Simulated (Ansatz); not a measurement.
# A saddle search, step by step

AlH$_{3}$SO, singlet, B3LYP-D4/def2-SVP (Ansatz 0.2.0). Settings; a guess of the unstable mode was typed too, and convergence needs a confirmed negative curvature besides the force tolerance:

```yaml
hamiltonian: {xc: {name: B3LYP}, dispersion: d4}
saddle:
  f_tol: 0.05
  max_steps: 40
```

Start:

```
atom    x (Å)    y (Å)    z (Å)
 Al1  -0.3663   0.2842   0.9121
  S2   1.1074   0.3431  -1.0334
  H3   0.8978   1.2403   0.4714
  O4  -1.8299  -0.4829   0.4539
  H5   2.0516  -0.3293  -0.3117
  H6  -1.9408  -0.9225  -0.4375
```

```tsv
step	energy less the last (meV)	largest force component (eV/Å)
1	80.9	1.423
2	28.5	0.580
3	15.5	0.369
4	3.5	0.142
5	0.8	0.082
6	0.5	0.034
7	0.1	0.030
8	0.0	0.021
```

Step 3, positions (Å) and forces (eV/Å):

```tsv
atom	x	y	z	Fx	Fy	Fz
Al1	-0.382	0.277	0.908	-0.260	-0.124	0.070
S2	1.130	0.333	-1.057	0.206	-0.155	-0.369
H3	0.909	1.247	0.490	0.017	0.170	0.236
O4	-1.841	-0.489	0.440	0.098	0.128	0.182
H5	2.060	-0.315	-0.314	-0.019	0.046	-0.012
H6	-1.956	-0.920	-0.413	-0.042	-0.066	-0.107
```

Step 5, positions (Å) and forces (eV/Å):

```json
{"atom": "Al1", "x": "-0.406", "y": "0.264", "z": "0.922", "Fx": "-0.046", "Fy": "-0.009", "Fz": "0.043"}
{"atom": "S2", "x": "1.191", "y": "0.341", "z": "-1.081", "Fx": "0.047", "Fy": "-0.001", "Fz": "0.012"}
{"atom": "H3", "x": "0.899", "y": "1.236", "z": "0.483", "Fx": "0.021", "Fy": "-0.014", "Fz": "-0.031"}
{"atom": "O4", "x": "-1.864", "y": "-0.487", "z": "0.449", "Fx": "0.015", "Fy": "-0.029", "Fz": "-0.082"}
{"atom": "H5", "x": "2.113", "y": "-0.296", "z": "-0.319", "Fx": "-0.025", "Fy": "0.025", "Fz": "-0.017"}
{"atom": "H6", "x": "-2.013", "y": "-0.925", "z": "-0.399", "Fx": "-0.013", "Fy": "0.027", "Fz": "0.074"}
```

Step 7, positions (Å) and forces (eV/Å):

| atom | x | y | z | Fx | Fy | Fz |
| --- | --- | --- | --- | --- | --- | --- |
| Al1 | -0.401 | 0.255 | 0.908 | 0.001 | -0.003 | 0.005 |
| S2 | 1.209 | 0.343 | -1.085 | 0.006 | -0.003 | -0.006 |
| H3 | 0.903 | 1.234 | 0.486 | -0.002 | 0.000 | 0.001 |
| O4 | -1.865 | -0.484 | 0.446 | -0.008 | -0.014 | -0.030 |
| H5 | 2.130 | -0.281 | -0.313 | -0.002 | 0.004 | 0.001 |
| H6 | -2.056 | -0.933 | -0.387 | 0.006 | 0.016 | 0.029 |

Last step (8):

Al1  (-0.397, 0.245, 0.909)
S2  (1.210, 0.337, -1.086)
H3  (0.900, 1.232, 0.482)
O4  (-1.867, -0.482, 0.446)
H5  (2.138, -0.270, -0.310)
H6  (-2.064, -0.929, -0.386)
(Å)

Hardware: 2 CPU threads of an Intel Xeon Platinum 8375C, shared host. Wall time about 68 s.
